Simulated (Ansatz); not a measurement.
in.yaml

```yaml
crystal:
  periodic: [false, false, false]
  atoms:
    - {symbol: B, position_ang: [0.000000, 0.000000, 0.858848]}
    - {symbol: N, position_ang: [0.000000, 0.000000, -0.508608]}
    - {symbol: H, position_ang: [0.000000, -0.840950, -1.072031]}
    - {symbol: H, position_ang: [0.000000, 0.840950, -1.072031]}
basis:
  gaussian: {orbitals: cc-pVDZ}
magnetization: {spin_polarized: true, initial_magnetization: 0}
correlation: {method: ccsdt_q, electrons: outside_noble_gas}
```

```sh
$ ansatz run in.yaml --threads 1 --pin off --events-out ev --progress --plain --max-ram 2393MiB
```

Roughly how long does this take on 1 thread of Arm Neoverse V1, shared host, and how much host memory?

13 s wall and 0.22 GiB.

```
717 factors; integrals over basis functions are off by at most 2.2e-7 eV
mean field evaluation 1: about -2181.9770 eV, gradient 1.9e1 eV
mean field evaluation 2: about -2181.9772 eV, gradient 1.9e1 eV
mean field evaluation 4: about -2183.6746 eV, gradient 1.6e0 eV
mean field evaluation 8: about -2183.6990 eV, gradient 9.7e-4 eV
mean field evaluation 16: about -2183.7512 eV, gradient 1.2e-2 eV
mean field evaluation 32: about -2183.6990 eV, gradient 1.1e-5 eV
mean field evaluation 64: about -2180.9524 eV, gradient 1.8e-3 eV
mean field evaluation 96: about -2183.6990 eV, gradient 1.8e-6 eV
mean field -2183.75118727 eV, -80.2513759323 hartree, gradient 2.8e-6 eV, S^2 0.269625; 6 other end points of the search recorded, 0 dependent functions left out
determinant -2183.75118727 eV, -80.2513759323 hartree, with singles and doubles -2190.72509614 eV, -80.5076623563 hartree
determinant -2180.95236212 eV, -80.1485210052 hartree, with singles and doubles -2188.37256403 eV, -80.4212083958 hartree
determinant -2183.69899981 eV, -80.2494580786 hartree, with singles and doubles -2190.74888151 eV, -80.5085364525 hartree
determinant -2183.75118727 eV, -80.2513759323 hartree, with singles and doubles -2190.74280290 eV, -80.5083130679 hartree
determinant -2183.69899981 eV, -80.2494580786 hartree, with singles and doubles -2190.74885457 eV, -80.5085354625 hartree
2 core orbitals not correlated: weight in the atoms' cores, before any rotation towards them, 1.000 or more for the frozen orbitals, at most 0.000 for the correlated occupied ones
reference -2183.69899981 eV, -80.2494580786 hartree; 5, 5 occupied and 31, 31 virtual orbitals, 717 factors
second order -6.30727328 eV of doubles, -0.00000000 eV of singles
cycle   1  -6.73421162 eV  change   -4.3e-1 eV  update   8.0e-2
cycle   2  -7.11216085 eV  change   -3.8e-1 eV  update   3.8e-2
cycle   3  -7.29165177 eV  change   -1.8e-1 eV  update   2.2e-2
cycle   4  -7.26679576 eV  change    2.5e-2 eV  update   7.2e-3
cycle   5  -7.26529507 eV  change    1.5e-3 eV  update   3.5e-3
cycle   6  -7.26858058 eV  change   -3.3e-3 eV  update   1.3e-3
cycle   7  -7.26837314 eV  change    2.1e-4 eV  update   5.6e-4
cycle   8  -7.26804820 eV  change    3.2e-4 eV  update   1.9e-4
cycle   9  -7.26818660 eV  change   -1.4e-4 eV  update   6.4e-5
cycle  10  -7.26817929 eV  change    7.3e-6 eV  update   2.4e-5
cycle  11  -7.26818826 eV  change   -9.0e-6 eV  update   9.5e-6
cycle  12  -7.26819213 eV  change   -3.9e-6 eV  update   2.8e-6
cycle  13  -7.26819272 eV  change   -5.9e-7 eV  update   1.0e-6
cycle  14  -7.26819427 eV  change   -1.5e-6 eV  update   3.8e-7
cycle  15  -7.26819458 eV  change   -3.1e-7 eV  update   1.8e-7
perturbative correction -0.01674452 eV, -0.0006153496 hartree
Total energy: -2190.98393890 eV, -80.5171746524 hartree
```

The determinant lies 0.05 eV above the lowest one of its kind in the log.
